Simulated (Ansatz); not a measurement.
# C₃H₅NO: small, medium and large basis sets

The task here is to estimate one member of a computed series from the others.

Computed with Ansatz 0.2.0, Gaussian basis. Level: one geometry, several basis sets.

Plan: PBE0-D4/def2-SVP; ωB97M-V/def2-SVP; PBE0-D4/def2-QZVPP; ωB97M-V/def2-QZVPP; the functionals' def2-TZVPP values are taken from earlier runs.

**The geometry**

All runs share one geometry, relaxed beforehand with PBE0-D4 in a triple-zeta def2 set.

SMILES `N=CC1CO1`, 10 atoms, charge 0, spin multiplicity 1.

Atoms are counted from 1 here; the program's logs count them from 0.

Bond lengths: N1–C2 1.263 Å, N1–H6 1.019 Å, C2–C3 1.474 Å, C2–H7 1.099 Å, C3–C4 1.466 Å, C3–O5 1.423 Å, C3–H8 1.087 Å, C4–O5 1.409 Å, C4–H9 1.087 Å, C4–H10 1.088 Å. Angles: C2–N1–H6 111.1°, N1–C2–C3 120.6°, N1–C2–H7 124.7°, C3–C2–H7 114.6°, C2–C3–C4 119.8°, C2–C3–O5 115.4°, C2–C3–H8 115.5°, C4–C3–O5 58.4°, C4–C3–H8 119.2°, O5–C3–H8 115.8°, C3–C4–O5 59.3°, C3–C4–H9 118.6°, C3–C4–H10 119.5°, O5–C4–H9 115.8°, O5–C4–H10 115.5°, H9–C4–H10 115.8°, C3–O5–C4 62.3°.

The first run:

in.yaml

```yaml
crystal:
  periodic: [false, false, false]
  atoms:
    - {symbol: N, position_ang: [-1.371288, 1.331156, 0.924236]}
    - {symbol: C, position_ang: [-0.407799, 0.524428, 0.798193]}
    - {symbol: C, position_ang: [-0.317970, -0.360878, -0.377106]}
    - {symbol: C, position_ang: [0.992410, -0.677439, -0.952182]}
    - {symbol: O, position_ang: [0.313881, -1.615628, -0.149304]}
    - {symbol: H, position_ang: [-1.282158, 1.879214, 1.778240]}
    - {symbol: H, position_ang: [0.412620, 0.411498, 1.519942]}
    - {symbol: H, position_ang: [-1.197046, -0.382599, -1.015595]}
    - {symbol: H, position_ang: [1.051797, -0.915234, -2.011125]}
    - {symbol: H, position_ang: [1.888655, -0.245616, -0.512098]}
basis:
  gaussian: {orbitals: def2-SVP}
hamiltonian: {xc: pbe0, dispersion: d4}
output: {orbitals: {seedname: orbitals}}
```

Command:

```
> ansatz run in.yaml --threads 2 --pin off --events-out ev --progress --plain --max-ram 4352MiB
```

Among the steps run: PBE0-D4 in def2-SVP; ωB97M-V in def2-SVP; PBE0-D4 in def2-QZVPP; ωB97M-V in def2-QZVPP.

One table of the session follows, with a row left open; its other results are not shown here.

It belongs to the step «Density functionals: the series». 

```
functional       basis  HOMO (eV)
   PBE0-D4    def2-SVP      -7.67
   PBE0-D4  def2-TZVPP      -7.88
   PBE0-D4  def2-QZVPP      -7.92
   ωB97M-V    def2-SVP     -10.08
   ωB97M-V  def2-TZVPP          ?
   ωB97M-V  def2-QZVPP     -10.35
```

Q: Estimate the row for ωB97M-V, def2-TZVPP from the others.

The run gave: HOMO (eV): -10.31. In the column «HOMO (eV)» it lies between ωB97M-V, def2-QZVPP (-10.35) and ωB97M-V, def2-SVP (-10.08).
